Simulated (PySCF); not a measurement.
**Electronic absorption of borane phosphine**

Species: borane phosphine, BH6P.
Atom-mapped SMILES: `[BH3-:1][PH3+:2]` (hydrogens: H3, H4, H5 on B1; H6, H7, H8 on P2)

Cartesian coordinates in Å at the PBE0-D3(BJ)/def2-SVP level; atoms count from 1:
```
atom  x, y, z in Å
B1    -1.0738   -0.1578    0.0068
P2     0.8314    0.1008   -0.0307
H3    -1.4589    0.6410    0.8453
H4    -1.2045   -1.3294    0.3214
H5    -1.4160    0.1012   -1.1362
H6     1.3193    1.3832   -0.3845
H7     1.5950   -0.6965   -0.9190
H8     1.5640   -0.1092    1.1640
```

Computed, not measured: TDDFT CAM-B3LYP/def2-SVPD, vertical, gas phase, core orbitals frozen in the response (PySCF 2.14.0, density-fitted response routines).

**Question.** List the vertical singlet excitations with oscillator strengths and describe the spectrum.

**Answer.** 

```csv
state,E (eV),λ (nm),f,"main configurations (H = HOMO, L = LUMO)"
S1,7.85,158.0,0.0075,H-1/H→L (≥93%)
S2,7.85,157.9,0.0074,H-1/H→L (≥93%)
S3,8.04,154.3,0.0064,H-2→L (85%)
S4,8.11,152.9,0.0003,H-1/H→L+1/L+2 (≥89%)
S5,8.12,152.6,0.0010,"H-1/H→L+1/L+2 (≥72%), H-2→L+1/L+2 (≥14%)"
S6,8.13,152.4,0.0004,"H-1/H→L+1/L+2 (≥69%), H-2→L+1/L+2 (≥18%)"
S7,8.28,149.7,0.054,"H-2→L+1/L+2 (≥60%), H-1/H→L+1/L+2 (≥26%)"
S8,8.29,149.5,0.051,"H-2→L+1/L+2 (≥62%), H-1/H→L+1/L+2 (≥21%)"
S9,8.45,146.7,0.035,H-1/H→L+3 (≥71%)
S10,8.46,146.6,0.035,H-1/H→L+3 (≥80%)
```

Triplets (Tamm–Dancoff): T1 7.44 eV, H-2→L+1/L+2 (≥66%), H-1/H→L (≥12%); T2 7.44 eV, H-2→L+1/L+2 (≥72%), H-1/H→L (≥11%); T3 7.55 eV, H-1/H→L+1/L+2 (≥36%), H-2→L (22%).

The lowest singlet level (S1/S2) lies at 7.85 eV (158 nm, vacuum ultraviolet) and is weak. The most intense listed level is S7/S8 at 8.28 eV (150 nm, f = 0.105 summed), 0.43 eV above S1. S1/S2, S7/S8 and S9/S10 lie within about 0.01 eV of each other in each set; the point group C3v has degenerate representations, and within a degenerate level the listed configurations can mix freely. Löwdin shares by element: HOMO (one of a set within 0.03 eV) hydrogen 42% or more, boron 42%, phosphorus 9%; LUMO phosphorus 32%, hydrogen 28% or more, boron 21% (atoms not listed hold the other 20%). Orbital energies (eV): HOMO-3 -13.75, HOMO-2 -10.36, HOMO-1 -9.98, HOMO -9.97, LUMO 0.76, LUMO+1 1.50, LUMO+2 1.51. The oscillator strengths of these states sum to 0.198; summed over the whole spectrum of an exact calculation they would give the number of electrons, 26 (Thomas–Reiche–Kuhn). The listed states span 0.61 eV, and the widest gap between neighbours is 0.18 eV (S2 to S3). All these states lie below the vertical ionisation energy of 11.08 eV (ΔSCF). Orbitals of the list HOMO-3 to LUMO+2 that lie within 0.01 eV of each other are written together with a slash and their weights summed (≥ marks a lower bound); for degenerate orbitals outside that list single weights are arbitrary. Singlets were solved by full linear response, triplets in the Tamm–Dancoff approximation.
